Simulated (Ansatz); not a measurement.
# GdH18N6 ([Gd(NH3)6]3+): the cost of one run

The runs use Ansatz 0.2.0, Gaussian basis; the settings change from run to run.

### 1 The molecule

The structure was relaxed beforehand with r2SCAN-D4/def2-SVP. Gd takes a core potential in def2 sets; no spin-orbit term is included.

25 atoms, charge 3, spin multiplicity 8.

Atoms are counted from 1 here; the program's logs count them from 0.

Bond lengths: Gd1–N2 2.531 Å, Gd1–N6 2.530 Å, Gd1–N10 2.531 Å, Gd1–N14 2.531 Å, Gd1–N18 2.530 Å, Gd1–N22 2.530 Å, N2–H3 1.031 Å, N2–H4 1.031 Å, N2–H5 1.031 Å, N6–H7 1.031 Å, N6–H8 1.031 Å, N6–H9 1.031 Å, N10–H11 1.031 Å, N10–H12 1.031 Å, N10–H13 1.031 Å, N14–H15 1.031 Å, N14–H16 1.031 Å, N14–H17 1.031 Å and more. Angles: N2–Gd1–N6 179.3°, N2–Gd1–N10 90.1°, N2–Gd1–N14 90.6°, N2–Gd1–N18 89.3°, N2–Gd1–N22 90.2°, N6–Gd1–N10 90.5°, N6–Gd1–N14 88.7°, N6–Gd1–N18 90.6°, N6–Gd1–N22 89.9°, N10–Gd1–N14 179.2°, N10–Gd1–N18 90.0°, N10–Gd1–N22 89.6°, N14–Gd1–N18 90.1°, N14–Gd1–N22 90.3°, N18–Gd1–N22 179.3°, Gd1–N2–H3 115.4°, Gd1–N2–H4 115.6°, Gd1–N2–H5 115.7° and more.

### 2 r2SCAN/def2-TZVP

This run has restricted open-shell orbitals, finite nuclei, the search for lower states set to off.

The input, in.yaml:

```yaml
crystal:
  periodic: [false, false, false]
  atoms:
    - {symbol: Gd, position_ang: [0.001569, -0.000281, 0.001907]}
    - {symbol: N, position_ang: [-0.006698, 0.015243, 2.532808]}
    - {symbol: H, position_ang: [0.835209, 0.411891, 2.976016]}
    - {symbol: H, position_ang: [-0.086857, -0.908486, 2.983168]}
    - {symbol: H, position_ang: [-0.768934, 0.550149, 2.974606]}
    - {symbol: N, position_ang: [-0.019308, -0.011558, -2.528462]}
    - {symbol: H, position_ang: [-0.838553, -0.461363, -2.963226]}
    - {symbol: H, position_ang: [0.771521, -0.493294, -2.981080]}
    - {symbol: H, position_ang: [-0.005325, 0.916734, -2.976328]}
    - {symbol: N, position_ang: [2.532276, -0.017159, 0.005186]}
    - {symbol: H, position_ang: [2.981835, 0.909751, -0.030100]}
    - {symbol: H, position_ang: [2.978216, -0.515319, -0.779250]}
    - {symbol: H, position_ang: [2.972280, -0.452022, 0.829711]}
    - {symbol: N, position_ang: [-2.528827, 0.013113, -0.034399]}
    - {symbol: H, position_ang: [-2.959252, 0.572407, -0.785679]}
    - {symbol: H, position_ang: [-2.986925, 0.379696, 0.813018]}
    - {symbol: H, position_ang: [-2.975297, -0.908475, -0.152367]}
    - {symbol: N, position_ang: [0.020083, 2.529966, 0.015528]}
    - {symbol: H, position_ang: [0.306061, 2.964019, 0.905658]}
    - {symbol: H, position_ang: [-0.886407, 2.981679, -0.176214]}
    - {symbol: H, position_ang: [0.647207, 2.979045, -0.668233]}
    - {symbol: N, position_ang: [0.002860, -2.530312, 0.009672]}
    - {symbol: H, position_ang: [-0.208837, -2.975403, -0.895657]}
    - {symbol: H, position_ang: [-0.672785, -2.977698, 0.646733]}
    - {symbol: H, position_ang: [0.894897, -2.972311, 0.277004]}
basis:
  gaussian: {orbitals: def2-TZVP, nuclear_model: gaussian}
total_charge: 3
magnetization: {spin_polarized: false, initial_magnetization: 7}
hamiltonian: {xc: {name: r2SCAN}}
scf: {lower_state_search: off}
output: {forces: true}
```

Launch:

```bash
> ansatz run in.yaml --threads 4 --pin off --events-out ev --progress --plain --max-ram 6963MiB
```

Q: Estimate wall time and peak memory on 4 threads of Arm Neoverse V2, shared host.

About 27 s, with a peak of 1 GiB.
